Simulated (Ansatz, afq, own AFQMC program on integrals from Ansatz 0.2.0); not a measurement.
# BH4+ (singlet): AFQMC on the coupled-cluster ladder at distance B1–H3 = 1.210 Å, cc-pVDZ

The task here is to estimate one member of a computed series from the others.

Program: Ansatz 0.2.0, Gaussian basis, and an in-house AFQMC program (afq) on its integrals; all values are calculated. Level of theory: cc-pVDZ, frozen cores. These are calculated values, not measurements.

Plan: Full CI; PBE (unrestricted); r2SCAN (unrestricted); PBE0 (unrestricted); B3LYP (unrestricted); wB97M-V (unrestricted); B2PLYP (unrestricted); CCSD(T) on RHF; Full CI; CCSDT(Q) on RHF; Phaseless AFQMC, CISD trial on RHF; Phaseless AFQMC, single-determinant trial on RHF; Free-projection AFQMC, CISD trial on RHF; Phaseless AFQMC, CISD trial on RHF; Free-projection AFQMC, CISD trial on RHF; UHF.

3 further runs of the same task are left out: 3 that didn't finish.

**The system**

The geometry derives from a PBE0/def2-TZVP stationary point (not a proven minimum). One bond is set to the value named and the two fragments are kept rigid.

5 atoms, charge 1, spin multiplicity 1.

Atoms are counted from 1 here; the program's logs count them from 0.

Bond lengths: B1–H2 1.210 Å, B1–H3 1.210 Å, B1–H4 1.210 Å, B1–H5 1.210 Å. Angles: H2–B1–H3 90.0°, H2–B1–H4 90.0°, H2–B1–H5 180.0°, H3–B1–H4 180.0°, H3–B1–H5 90.0°, H4–B1–H5 90.0°.

Set-up of the first run:

Contents of in.yaml:

```yaml
crystal:
  periodic: [false, false, false]
  atoms:
    - {symbol: B, position_ang: [0.000000, 0.000000, 0.000000]}
    - {symbol: H, position_ang: [-0.015583, 0.861426, 0.849833]}
    - {symbol: H, position_ang: [-0.021323, -0.849967, 0.861171]}
    - {symbol: H, position_ang: [0.021323, 0.849967, -0.861171]}
    - {symbol: H, position_ang: [0.015583, -0.861426, -0.849833]}
basis:
  gaussian: {orbitals: cc-pVDZ}
total_charge: 1
correlation: {method: fci, electrons: outside_noble_gas}
```

The run is started by

```
$ ansatz run in.yaml --threads 1 --pin off --events-out ev --progress --plain --max-ram 1382MiB
```

Steps of the session up to this table: Full CI; PBE (unrestricted); r2SCAN (unrestricted); PBE0 (unrestricted); B3LYP (unrestricted); wB97M-V (unrestricted); B2PLYP (unrestricted); CCSD(T) on RHF; CCSDT(Q) on RHF; Phaseless AFQMC, CISD trial on RHF; Phaseless AFQMC, single-determinant trial on RHF; Free-projection AFQMC, CISD trial on RHF; Phaseless AFQMC, CISD trial on RHF (settings varied); Free-projection AFQMC, CISD trial on RHF (settings varied); UHF.

One table of the session follows, with a row left open; its other results are not shown here.

It belongs to the step «AFQMC on the ladder». On the RHF determinant, counted from full CI (exact for this spin and basis):

| level | from full CI (kcal/mol) |
| --- | --- |
| HF | ? |
| MP2 | +18.48 |
| CCSD | +2.16 |
| CCSD(T) | +0.46 |
| CCSDT(Q) | +0.02 |
| full CI | 0.00 |
| Phaseless AFQMC, CISD trial, step 0.005, 110 walkers | -0.05 |
| Phaseless AFQMC, single-determinant trial, step 0.005, 220 walkers | -0.05 |
| Free-projection AFQMC, CISD trial, step 0.03, 110 walkers | -0.10 |
| Phaseless AFQMC, CISD trial, step 0.02, 160 walkers | +0.10 |

Q: Estimate the row for HF from the others.

As computed: from full CI (kcal/mol): +85.45. In the column «from full CI (kcal/mol)» it is the highest.

To keep in mind: On RHF the phaseless walk with the CISD trial lies -0.05 kcal/mol from full CI, within three error bars.
